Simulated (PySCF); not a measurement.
# Removing an electron from (E)-diazene

Species: (E)-diazene, N2H2.
Z-matrix (Å and degrees, PBE0-D3(BJ)/def2-TZVP geometry), rows numbered from 1:
```
H 
N   1  1.0334
N   2  1.2303  1  106.86
H   3  1.0334  2  106.84  1   180.00
```

Level: wB97X-D/aug-cc-pVTZ (PySCF). Frontier orbitals with their largest atomic shares (Löwdin; up to four atoms above 4 %):

```tsv
orbital	ε (eV)	main atoms
HOMO−3	-15.89	N3 37 %, N2 37 %, H4 13 %, H1 13 %
HOMO−2	-14.74	N3 43 %, N2 43 %, H4 7 %, H1 7 %
HOMO−1	-13.35	N2 44 %, N3 44 %, H4 6 %, H1 6 %
HOMO	-9.06	?
LUMO	0.38	N3 44 %, N2 44 %, H1 6 %, H4 6 %
LUMO+1	0.99	H1 49 %, H4 49 %
LUMO+2	1.18	H4 41 %, H1 41 %, N3 9 %, N2 9 %
```

What vertical ionisation energy does ΔSCF give, and how far is −ε(HOMO) from it?

ΔSCF: 10.18 eV (982 kJ/mol; threshold wavelength 122 nm); ⟨S²⟩ of the doublet left behind is 0.753, against 0.75 for a pure doublet. −ε(HOMO) is 9.06 eV, 1.12 eV below it. For the exact functional −ε(HOMO) would equal the first vertical ionisation energy; wB97X-D (range-separated hybrid) falls short of its own ΔSCF value by 11 %.

On which atoms does the HOMO lie?

N2 (azo nitrogen) 44 %, N3 (azo nitrogen) 44 %, H1 (N–H hydrogen) 6 %, H4 (N–H hydrogen) 6 %. The HOMO−1 lies 4.29 eV lower.

What total energies stand behind the ΔSCF value?

E(N) = -110.64708 Eh and E(N − 1) = -110.27303 Eh at the same geometry, 0.37405 Eh apart.

What kinetic energy would electrons from this vertical process carry with 118.2 nm light (10.49 eV)?

10.49 − 10.18 = 0.31 eV.

How many of the 10 lowest singlet excitations (vertical TDDFT, same level) lie below the ionisation energy?

All 10; they run from 3.22 to 9.44 eV.

Geometry: PBE0-D3(BJ)/def2-TZVP; no solvent, vibrations or thermal averaging.

The pairwise dispersion term of wB97X-D wasn't added to the energies; at a given geometry it leaves orbitals and properties as they are.
